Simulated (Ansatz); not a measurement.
The input, for Ansatz 0.2.0:

```yaml
crystal:
  periodic: [false, false, false]
  atoms:
    - {symbol: Ge, position_ang: [0.007930, -0.064170, 0.285689]}
    - {symbol: N, position_ang: [0.007930, 0.185578, -1.408792]}
    - {symbol: H, position_ang: [0.007930, 1.372010, 0.946604]}
    - {symbol: H, position_ang: [-0.689651, 0.673697, -1.958490]}
basis:
  gaussian: {orbitals: 6-31G}
magnetization: {spin_polarized: false, initial_magnetization: 1}
correlation: {method: sc_nevpt2, electrons: valence, active_space: {window: {electrons: 3, orbitals: 5}}}
accuracy: high
scf: {lower_state_search: light}
```

```sh
$ ansatz run in.yaml --threads 1 --pin off --events-out ev --progress --plain --max-ram 2393MiB
```

(1) Roughly how long does this take on 1 thread of Intel Xeon Platinum 8488C, shared host, and how much host memory?

```
792 factors; integrals over basis functions are off by at most 4.6e-9 eV
mean field evaluation 1: about -57969.0382 eV, gradient 4.0e1 eV
mean field evaluation 2: about -57969.0889 eV, gradient 4.0e1 eV
mean field evaluation 4: about -57973.5838 eV, gradient 4.6e0 eV
mean field evaluation 8: about -57973.8533 eV, gradient 3.3e0 eV
mean field evaluation 16: about -57974.5034 eV, gradient 2.4e-2 eV
mean field evaluation 32: about -57974.4110 eV, gradient 1.3e0 eV
mean field evaluation 64: about -57974.4905 eV, gradient 8.7e-1 eV
mean field -57974.50343387 eV, -2130.5237046648 hartree, gradient 3.5e-8 eV, S^2 0.750000; 7 other end points of the search recorded, 0 dependent functions left out
reference -57974.50343387 eV, -2130.5237046648 hartree; 21, 20 occupied and 21, 22 virtual orbitals, 792 factors
state -57975.28269676 eV, -2130.5523420479 hartree
state -57975.28269676 eV, -2130.5523420479 hartree; corrected -57982.41259691 eV, -2130.8143610456 hartree
state -57975.07290238 eV, -2130.5446322465 hartree
state -57975.07290238 eV, -2130.5446322465 hartree; corrected -57982.71235711 eV, -2130.8253770298 hartree
state -57975.07290238 eV, -2130.5446322465 hartree; corrected -57982.71235711 eV, -2130.8253770298 hartree
state -57975.20018114 eV, -2130.5493096548 hartree
state -57975.20018114 eV, -2130.5493096548 hartree; corrected -57982.46513965 eV, -2130.8162919559 hartree
state -57975.07290238 eV, -2130.5446322465 hartree; corrected -57982.71235711 eV, -2130.8253770298 hartree
state -57975.03651167 eV, -2130.5432949129 hartree
state -57975.03651167 eV, -2130.5432949129 hartree; corrected -57982.88535908 eV, -2130.8317347349 hartree
state -57975.03651167 eV, -2130.5432949129 hartree; corrected -57982.88535908 eV, -2130.8317347349 hartree
the orbitals are reached from a further start. From the first start the search ends at -57975.28269026 eV, -2130.5523418090 hartree
WARN: the results are in doubt because another end's mean lies 0.246 eV lower, and its corrected mean 0.473 eV higher
Total energy: -57982.88535908 eV, -2130.8317347349 hartree
In doubt: another end's mean lies 0.246 eV lower, and its corrected mean 0.473 eV higher
```

## Answers

(1) 10 s wall and 0.21 GiB.
